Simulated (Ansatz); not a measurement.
An Ansatz input:

```yaml
crystal:
  lattice:
    - [-1.6498420624, 1.6498420624, 1.6498420624]
    - [1.6498420624, -1.6498420624, 1.6498420624]
    - [1.6498420624, 1.6498420624, -1.6498420624]
  atoms:
    - { symbol: Nb, position: [0.0, 0.0, 0.0], spin: 1.0 }
hamiltonian:
  xc: r2scan
  pseudopotentials:
    kind: paw
    azcp:
      Nb: "pseudopotentials/Nb.paw.azcp"
basis:
  ecutwfc: 500
  fft_grid_basis: typed
kpoints:
  mp_grid: { grid: [22, 22, 22], shift: [0, 0, 0] }
magnetization:
  spin_polarized: true
scf:
  occupations: { method: fermi_dirac, width: 0.05 }
```

Terminal output

```
Engine: ansatz 0.2.0, aarch64-unknown-linux-gnu
Pseudopotentials: kind: paw
Pseudopotential: Nb, paw, valence charge 13, recommended cutoff 500 eV (meta_gga) 
Functional definition: r2SCAN
  parameter k0 = 0.174
  parameter k1 = 0.065
  parameter a1 = 4.9479
  exchange = r2scan_x(k0 = k0, k1 = k1, a1 = a1)
  correlation = r2scan_c
Crystal: 1 atoms, lattice volume = 17.963 Å³
Basis set: ecut = 500 eV, 459 PW (Γ), exchange–correlation on 96×96×96 points (64 copies of the dense FFT grid, shifted against one another)
Bands: 11, of which v1, the nominal top of the filled ones, is band 7 counted from 1 (6 counted from 0)
Symmetry: 48 space group operations
Space group: Im-3m (ITA 229), of the structure as read, at distance tolerance 2.6e-5 Å
Magnetic group: BNS 229.140 (UNI 1642), of the structure as read, at distance tolerance 2.6e-5 Å
k-points: 328 of 10648
Non-local potential: Nb, projectors of the file, l = 0: 3, l = 1: 2, l = 2: 2, l = 3: 1
PAW form: soft (Blöchl's): semilocal exchange-correlation on the pseudo side does not see the compensation charge
PAW frozen core: Nb, regenerated for the run's functional (the file was generated under x = pbe(κ = 0.804, μ = 0.2195149727645171), c = pbe(β = 0.06672455060314922))
PAW one-centre angular grid: Nb, 590 points (default); XC on 160 Gauss nodes
Initial density: superposition of atomic densities (chi_scale 0.1, normalization cell)
Starting moments: Σ|m| = 1 μB on 1 of 1 site
Initial wavefunctions: pseudopotential atomic-orbital guess
Functional: x = r2scan, c = r2scan; τ floored in thin density (d = 2e-4 eV/Å³)
SCF iter   1: F=—  HF=-4563.830852 eV  |F-HF|=—  |Δ(HF+E_count)|=         —  Δρ=4.95e-2 (↑4.95e-2 ↓2.78e-2)  dr2=1.13e0  dr2_τ=9.75e-3  dr2_m=4.24e-2  M=0.600 μB ∫|m|=0.600 μB  β_m=0.75  ethr=3.10e-3  ⟨swp⟩=5.2  Hψ=42711  notcnv=0
Mixer restart at iter 1: flushing history
SCF iter   2: F=—  HF=-4563.572646 eV  |F-HF|=—  |Δ(HF+E_count)|=   2.58e-1  Δρ=2.51e-2 (↑2.51e-2 ↓1.78e-2)  dr2=3.12e-1  dr2_τ=5.33e-3  dr2_m=6.91e-3  M=0.516 μB ∫|m|=0.516 μB  β_m=1.00  ethr=3.10e-3  ⟨swp⟩=2.9  Hψ=18353  notcnv=0  defer=84  κ⁻¹=1.0e0(r=1)
SCF iter   3: F=—  HF=-4563.572926 eV  |F-HF|=—  |Δ(HF+E_count)|=   2.80e-4  Δρ=8.82e-3 (↑8.40e-3 ↓8.82e-3)  dr2=2.03e-2  dr2_τ=7.63e-4  dr2_m=5.60e-4  M=0.382 μB ∫|m|=0.382 μB  β_m=1.00  ethr=2.40e-3  ⟨swp⟩=2.6  Hψ=13768  notcnv=0  defer=84  κ⁻¹=4.1e-2(r=2)
SCF iter   4: F=—  HF=-4563.641845 eV  |F-HF|=—  |Δ(HF+E_count)|=         —  Δρ=8.89e-3 (↑8.30e-3 ↓8.89e-3)  dr2=6.51e-3  dr2_τ=1.23e-3  dr2_m=8.10e-3  M=0.153 μB ∫|m|=0.155 μB  β_m=0.53  ethr=1.56e-4  ⟨swp⟩=2.0  Hψ=10279  notcnv=0  defer=84
...
SCF iter  14: F=—  HF=-4563.635723 eV  |F-HF|=—  |Δ(HF+E_count)|=   1.87e-8  Δρ=1.31e-6 (↑1.26e-6 ↓1.31e-6)  dr2=1.31e-11  dr2_τ=4.17e-11  dr2_m=2.63e-10  M=0.000 μB ∫|m|=0.000 μB  β_m=1.00  ethr=1.00e-12  ⟨swp⟩=2.9  Hψ=13543  notcnv=0  defer=84  κ⁻¹=4.7e-8(r=8)
SCF iter  15: F=—  HF=-4563.635723 eV  |F-HF|=—  |Δ(HF+E_count)|=   6.47e-9  Δρ=9.17e-7 (↑9.17e-7 ↓8.82e-7)  dr2=1.87e-12  dr2_τ=1.75e-11  dr2_m=1.33e-10  M=0.000 μB ∫|m|=0.000 μB  β_m=1.00  ethr=1.00e-12  ⟨swp⟩=2.0  Hψ=11620  notcnv=0  defer=84  κ⁻¹=4.6e-8(r=8)
SCF iter  16: F=—  HF=-4563.635723 eV  |F-HF|=—  |Δ(HF+E_count)|=   2.75e-9  Δρ=3.45e-7 (↑3.45e-7 ↓3.14e-7)  dr2=7.83e-13  dr2_τ=2.26e-12  dr2_m=1.75e-11  M=0.000 μB ∫|m|=0.000 μB  β_m=1.00  ethr=1.00e-12  ⟨swp⟩=2.0  Hψ=11620  notcnv=0  defer=84  κ⁻¹=2.4e-7(r=8)
SCF iter  17: F=-4563.635723 eV  HF=-4563.635723 eV  |F-HF|=2.73e-11  |Δ(HF+E_count)|=  3.52e-10  Δρ=6.84e-8 (↑6.84e-8 ↓6.71e-8)  dr2=5.22e-13  dr2_τ=6.39e-14  dr2_m=5.14e-13  M=0.000 μB ∫|m|=0.000 μB  ethr=1.00e-12  ⟨swp⟩=1.0  Hψ=21450  notcnv=0
SCF 1 converged in 17 iterations: F = -4563.635723 eV  dr2 = 5.22e-13
WARN: the starting moments were not kept: the SCF closed with an absolute magnetisation of 9.8e-7 μB, where they sum to 1 μB in size (1 site). That is at most 0.1 of that sum. Measured as dr2_m measures the in/out step, that magnetisation stands 2.1e-13 eV from none, at or under the dr2_threshold of 1.0e-7 eV: it is no larger than a step whose dr2_m would equal this threshold. The system may hold no moment; this SCF shows only that its start led to no more than that. To try another start: raise the starting moments (crystal.atoms[].spin, magnetization.per_species, magnetization.initial_magnetization, or on a non-collinear deck that types none of these the spinor_matrix: blocks that start its atoms; where the total moment is fixed, keep their sum and leave initial_magnetization as it is; typed ones take the place of any that the run laid by itself, positive ones on a crystal's lanthanoids without a Hubbard term where scf.initial_density.shell_occupations: [] is typed) or, if the notice of its spin-set hold's release reads "site moments contracting" or "site moments show no strong build", lengthen the hold (scf.mixing.spin_hold: { on: { confirm: 4 } }; for m-r²SCAN on two components see the key's manual first). Each may lead to a state that holds a moment. A second SCF, from the converged charge density, with the starting moments and any scf.initial_density.shell_occupations laid on it anew, would have followed, and was not run: the deck does not ask for one (magnetization.retry_lost_moments is false, the default). To let it run, set magnetization.retry_lost_moments: true and run the deck again, where that key's refused combinations let it; where memory then withholds it, that run's warning says so.
this state was not tested for a lower state beside it, because the mixer in use, unlike msr1, does not test its closes by its own steps (another_mixer; see scf.mixing.algorithm and scf.lower_state_search)
SCF converged after 17 iterations
Magnetization: 0.0000 μB (6.5000 up, 6.5000 down)
Absolute magnetization: 0.0000 μB (∫|ρ↑−ρ↓|, with the PAW one-centre terms)
Spin contamination: 0.0000 ħ² per cell (⟨S²⟩ above its minimum at these occupations)
Per-site moments (μB) at R_I (Å): [(-1.348299654086686e-7, 1.1787642390731718)]
Free energy (F): -4563.635723 eV
Harris-Foulkes:  -4563.635723 eV  (|F-HF|=2.73e-11)
Internal energy: -4563.623856 eV  (E = F + TS)
E sigma→0 (E₀):  -4563.629790 eV
Entropy (-TS):   -0.011867 eV (-11.867 meV/atom)
Fermi energy:    17.780423 eV
--- Per-component energies (eV) ---
  E_band       = -77.634243
  E_kinetic    = 394.349366
  E_local      = -689.354829  (includes V_loc(G=0)·N_el)
  E_nonlocal   = 119.513084
  E_hartree    = 214.084580
  E_xc         = -169.781634
  E_vxc        = -236.958852  (∫ρ·V_xc dr)
  E_paw        = -3090.261954  (= ΣΔE_a)
  E_vpaw       = -108.294665  (= ΣTr[D̂ρ^β])
  E_aug_tail   = 0.000004  (compensation charges beyond the density's cutoff)
  E_vtau       = 14.942474  (kinetic-family band-sum trace: ∫τ·v_τ [+ j·A + Jᵃ·Aᵃ] dr)
  E_ewald      = -1341.980042
  E_core_change = -0.192431  (= ΣΔE_core)
  E_smearing   = -0.011867  (= −TS)
  E_closure    = -0.000000  (closes the sum)
  Σ components = -4563.635723   (vs F -4563.635723, Δ=0.00e0)
```
